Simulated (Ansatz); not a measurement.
A nudged elastic band was laid between two geometries of BH₆P (8 atoms, charge 0, multiplicity 1).

Theory: Ansatz 0.2.0, RKS B3LYP-D4/def2-SVP.

| Property | Result |
| --- | --- |
| movable images | 7 |
| climbing image | yes |
| spring | 5.0 eV/Å² |
| optimiser | quadratic models (default) |
| start path | straight line |
| force threshold | 0.03 eV/Å |
| iteration limit | 60 |
| end points | relaxed |

First end point:

```xyz
8
Properties=species:S:1:pos:R:3
B -0.567 0.232 -0.932
P 0.442 -0.186 0.679
H -1.712 0.348 -0.528
H -0.375 -0.735 -1.649
H -0.059 1.267 -1.326
H 0.426 0.758 1.736
H 1.840 -0.386 0.562
H 0.097 -1.355 1.402
```

Last end point:

```xyz
8
Properties=species:S:1:pos:R:3
B -0.566 0.232 -0.933
P 0.440 -0.185 0.681
H -0.903 1.391 -0.766
H -1.481 -0.573 -0.916
H 0.246 0.061 -1.826
H -0.225 -0.082 1.928
H 1.595 0.585 0.965
H 0.986 -1.486 0.812
```

**Question.** What changes between the two ends?

**Answer.** No bond is made or broken. The dihedral H5–B1–P2–H8 goes from 180 to -60°. The two ends are copies of one structure, up to a mirror image or an exchange of like atoms.

**Question.** Give the energies along the band, and the barrier.

**Answer.** The forces met the threshold. The highest image is number 4 of 0 to 8, 2.3 kcal/mol above the ends, which have the same energy within 2 meV. Another band between the same ends (7 images) ends at a top of the same energy, where a vibrational analysis finds 1 clearly imaginary mode.

| image | path coordinate (Å) | energy (kcal/mol) | dihedral H5–B1–P2–H8 (°) |
| --- | --- | --- | --- |
| 0 | 0.00 | 0.0 | 180 |
| 1 | 0.39 | 0.3 | -165 |
| 2 | 0.78 | 1.2 | -150 |
| 3 | 1.17 | 2.0 | -135 |
| 4 | 1.56 | 2.3 | -120 |
| 5 | 1.95 | 2.0 | -105 |
| 6 | 2.33 | 1.2 | -90 |
| 7 | 2.72 | 0.3 | -75 |
| 8 | 3.11 | 0.0 | -60 |

**Question.** What is the geometry of the highest image?

**Answer.** 
```xyz
8
Properties=species:S:1:pos:R:3
B -0.575 0.235 -0.946
P 0.447 -0.187 0.691
H -1.443 0.996 -0.559
H -0.984 -0.847 -1.322
H 0.250 0.745 -1.681
H 0.043 0.402 1.915
H 1.826 0.138 0.734
H 0.527 -1.539 1.112
```

Run time: 110 s on 1 thread of AMD EPYC (Zen 3), on a shared host, peak memory 0.12 GiB.
